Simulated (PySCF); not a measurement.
CFCl3.
InChI=1S/CCl3F/c2-1(3,4)5

Method used: B3LYP/cc-pCVDZ in PySCF (dipole) on a GFN2-xTB geometry, gas phase.

Masses are those of the commonest isotopes; rigid-rotor values at the optimised geometry. 

(1) What are A, B and C (cm⁻¹)?

(2) Classify the top.

(3) Is it planar, by Δ = Ic − Ia − Ib?

(4) Where do the R-branch lines fall?

(5) Estimate the classical rotational partition function at 10 K, 200 K and 298.15 K.

## Answers

(1) Ia = 206.75, Ib = 206.79, Ic = 295.71 u·Å²; 505379 MHz·u·Å²/I gives 2444, 2444 and 1709 MHz, that is A = 0.08154, B = 0.08152, C = 0.05701 cm⁻¹.

(2) An oblate symmetric top, as the point group C3v requires two equal moments. Ray's parameter κ = (2B − A − C)/(A − C) = 0.999; −1 is the prolate and +1 the oblate limit.

(3) Not planar: Δ = Ic − Ia − Ib = -117.84 u·Å². For a rigid frame Δ = −2 Σ m c², so Σ m c² = 58.92 u·Å² lies off the ab plane. The atom farthest from that plane is 1.59 Å away.

(4) The dipole of 0.28 D lies along the symmetry axis, so ΔK = 0 and J+1 ← J falls at 2B(J+1) for every K: 4.89 GHz, 9.78 GHz, 14.66 GHz, 19.55 GHz, 24.44 GHz for J = 0 to 4.

(5) Point group C3v, symmetry number σ = 3; q = (√π/σ)·√((kT/h)³/(ABC)), k/h = 20836.6 MHz/K: 556 at 10 K, 49700 at 200 K, 90500 at 298.15 K.

Stationary, but not proved a minimum. These are rigid-rotor constants of the computed structure; measured ground-state constants (B0) also hold zero-point vibration.
